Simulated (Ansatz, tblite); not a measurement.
Removing and adding an electron: the cluster MgO2H2. Charge 0, multiplicity 1. Geometry: B3LYP-D4/def2-TZVP. Ansatz, gas phase; energy differences of separate SCF runs; the oxidised species was run as a doublet alone; the reduced species was run as a doublet alone.

```xyz
5

Mg   -0.0042    0.0079    0.0139
O     1.3088   -1.0407    0.5665
O    -1.3315    1.0539   -0.5191
H     2.1499   -1.2586    0.9516
H    -2.1230    1.2376   -1.0130
```

The xTB rows come from tblite. Correlated methods freeze 3 core orbitals; core or outer-core shells of Mg are correlated, in sets that lack core-valence functions. HOMO above LUMO, or a gap near zero within one spin, warns that the state may not be the lowest or that an electron is smeared out. The structure comes from a short search, and lower isomers may exist.

```csv
level,−HOMO (eV),vertical IE (eV),−LUMO (eV),vertical EA (eV),HOMO–LUMO gap (eV),IE − EA (eV),remarks
GFN1-xTB,12.52,16.91,8.92,4.59,3.60,12.32,–
GFN2-xTB,11.47,15.43,9.64,5.80,1.83,9.63,–
HF/def2-TZVPD,–,–,–,-0.67,–,–,HOMO above zero (-1 doublet)
HF/def2-TZVPP,–,9.15,–,–,–,–,–
PBE-D4/def2-TZVP,6.23,9.71,1.79,–,4.44,–,gap within one spin near zero (+1 doublet)
PBE-D4/def2-TZVPD,6.34,–,1.87,0.04,4.46,–,HOMO above zero (-1 doublet)
r2SCAN-D4/def2-TZVP,6.55,9.81,1.23,–,5.32,–,gap within one spin near zero (+1 doublet)
r2SCAN-D4/def2-TZVPD,6.62,–,1.29,-0.09,5.33,–,HOMO above zero (-1 doublet)
PBE0-D4/def2-TZVP,7.87,10.13,1.04,–,6.83,–,–
PBE0-D4/def2-TZVPD,7.94,–,1.13,-0.09,6.81,–,HOMO above zero (-1 doublet)
MP2/def2-TZVPD,–,–,–,-0.31,–,–,HOMO above zero (-1 doublet)
MP2/def2-TZVPP,–,11.10,–,–,–,–,–
CCSD/def2-TZVPD,–,–,–,-0.29,–,–,HOMO above zero (-1 doublet)
CCSD/def2-TZVPP,–,10.75,–,–,–,–,–
CCSD(T)/def2-TZVPD,–,–,–,-0.22,–,–,HOMO above zero (-1 doublet)
CCSD(T)/def2-TZVPP,–,10.84,–,–,–,–,–
```

   A HOMO above zero means that the electron is unbound at that level or that self-interaction error raises the level; the energy of removing that electron tells which. Raw xTB energy differences between charge states are shifted by several eV; the methods need an empirical correction for them. A negative affinity means that the extra electron isn't bound; its size then hangs on the basis.
